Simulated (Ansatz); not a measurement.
A calculation with Ansatz (development build ahead of 0.2.0).

```yaml
crystal:
  periodic: [false, false, false]
  atoms:
    - { symbol: "N", position_ang: [0.55, 0.0, 3.8] }
    - { symbol: "N", position_ang: [-0.55, 0.0, 3.8] }
    - { symbol: H, position_ang: [0.37, 0.0, 0.0] }
    - { symbol: H, position_ang: [-0.37, 0.0, 0.0] }
basis:
  gaussian: { orbitals: cc-pVDZ }
hamiltonian:
  xc: hf
```

The input is written out in the form of the current development build from the run's settings.

Output:

| Property | Result |
| --- | --- |
| Converged | yes |
| Total energy | -110.08256 hartree |
| Spin squared of the determinant | 0.000 |
